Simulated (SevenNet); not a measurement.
## fcc Ni

Level of theory: the machine-learned potential SevenNet-l3i5 (trained on PBE and PBE+U data).

Cell: relaxed at this level.

For fcc Ni, the lattice parameter a comes out as 3.512 Å and the equilibrium volume per atom is 10.83 Å³/atom. The vacancy formation energy comes out as 1.33 eV.

Measured, for comparison: lattice constant a 3.508 Å, equilibrium volume per atom 10.79 Å³/atom (static lattice: zero-point anharmonic expansion removed; as tabulated in Mejia-Rodriguez and Trickey (2018), arXiv:1807.09216); vacancy formation energy 1.79 eV (not corrected to a static lattice, monovacancy; as tabulated in Nandi et al. (2010), arXiv:0904.3859). Computed (rounded) less measured: lattice constant a +0.1 %, equilibrium volume per atom +0.4 %, vacancy formation energy -0.46 eV.

A machine-learned potential is trained on density-functional data: it inherits that level's misses and adds fitting errors of its own.
